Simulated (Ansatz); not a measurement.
# C₄H₁₀ (singlet): wave-function methods side by side, cc-pVDZ

How much of the correlation energy of C₄H₁₀ (singlet) does each wave-function method recover here?

Method: cc-pVDZ, core rule «outside noble gas», up to 4 orbitals frozen; program: Ansatz 0.2.0, Gaussian basis.

To be run: UHF; CCSD(T) on RHF; BCCD(T) on RHF; CISD; CCSDT(Q) on RHF; CASSCF and MRCISD+Q, 8 electrons in 8 orbitals; CASSCF and NEVPT2, 8 electrons in 8 orbitals.

15 further runs of the same task are left out: 2 that didn't finish, 13 set aside as unsound or not needed.

**1. The system**

The geometry is an MP2(full)/6-31G* stationary point (not a proven minimum).

14 atoms, charge 0, spin multiplicity 1.

Atoms are counted from 1 here; the program's logs count them from 0.

Bond lengths: C1–H2 1.098 Å, C1–C3 1.526 Å, C1–C7 1.526 Å, C1–C11 1.526 Å, C3–H4 1.095 Å, C3–H5 1.094 Å, C3–H6 1.094 Å, C7–H8 1.095 Å, C7–H9 1.094 Å, C7–H10 1.094 Å, C11–H12 1.095 Å, C11–H13 1.094 Å, C11–H14 1.094 Å. Angles: H2–C1–C3 108.1°, H2–C1–C7 108.1°, H2–C1–C11 108.1°, C3–C1–C7 110.8°, C3–C1–C11 110.8°, C7–C1–C11 110.8°, C1–C3–H4 110.4°, C1–C3–H5 111.3°, C1–C3–H6 111.3°, H4–C3–H5 107.9°, H4–C3–H6 107.9°, H5–C3–H6 108.0°, C1–C7–H8 110.4°, C1–C7–H9 111.3°, C1–C7–H10 111.3°, H8–C7–H9 107.9°, H8–C7–H10 107.9°, H9–C7–H10 108.0° and more.

**2. UHF**

Contents of in.yaml:

```yaml
crystal:
  periodic: [false, false, false]
  atoms:
    - {symbol: C, position_ang: [0.000000, 0.000000, 0.367895]}
    - {symbol: H, position_ang: [0.000000, 0.000000, 1.466215]}
    - {symbol: C, position_ang: [0.000000, 1.450290, -0.105288]}
    - {symbol: H, position_ang: [0.000000, 1.493997, -1.199901]}
    - {symbol: H, position_ang: [-0.885482, 1.984695, 0.252243]}
    - {symbol: H, position_ang: [0.885482, 1.984695, 0.252243]}
    - {symbol: C, position_ang: [1.255988, -0.725145, -0.105288]}
    - {symbol: H, position_ang: [1.293839, -0.746998, -1.199901]}
    - {symbol: H, position_ang: [2.161537, -0.225498, 0.252243]}
    - {symbol: H, position_ang: [1.276055, -1.759197, 0.252243]}
    - {symbol: C, position_ang: [-1.255988, -0.725145, -0.105288]}
    - {symbol: H, position_ang: [-1.293839, -0.746998, -1.199901]}
    - {symbol: H, position_ang: [-1.276055, -1.759197, 0.252243]}
    - {symbol: H, position_ang: [-2.161537, -0.225498, 0.252243]}
basis:
  gaussian: {orbitals: cc-pVDZ}
magnetization: {spin_polarized: true, initial_magnetization: 0}
hamiltonian: {xc: hf}
output: {orbitals: {seedname: orbitals}}
```

Run with:

```bash
$ ansatz run in.yaml --threads 1 --pin off --events-out ev --progress --plain --max-ram 3956MiB --backend cpu
```

The runs that follow: CCSD(T) on RHF; BCCD(T) on RHF; CISD; CCSDT(Q) on RHF; CASSCF and MRCISD+Q, 8 electrons in 8 orbitals; CASSCF and NEVPT2, 8 electrons in 8 orbitals.

**Question.** What will the summary of the whole plan be? Wanted: RCCSDT(Q) below the RHF energy; RMP2 from RCCSDT(Q); RCCSD from RCCSDT(Q); RCCSD(T) from RCCSDT(Q); NEVPT2 frontier from RCCSDT(Q); MRCISD+Q frontier from RCCSDT(Q); T1 diagnostic.

As calculated:

```
                         quantity          value
   RCCSDT(Q) below the RHF energy    -18.3084 eV
              RMP2 from RCCSDT(Q)  +215.8 kJ/mol
             RCCSD from RCCSDT(Q)   +53.3 kJ/mol
          RCCSD(T) from RCCSDT(Q)    +5.1 kJ/mol
   NEVPT2 frontier from RCCSDT(Q)  +233.4 kJ/mol
 MRCISD+Q frontier from RCCSDT(Q)   +48.8 kJ/mol
levels within 1 kcal/mol (43 meV)         RCCSDT
                    T1 diagnostic          0.007
```

In words: RCCSD(T) lands +5.1 kJ/mol from the yardstick (0.3 % of the correlation energy). Of the multireference levels listed MRCISD+Q frontier comes nearest in total energy (+48.8 kJ/mol), which doesn't show that its space is the better one. These misses are within one basis, not against nature.
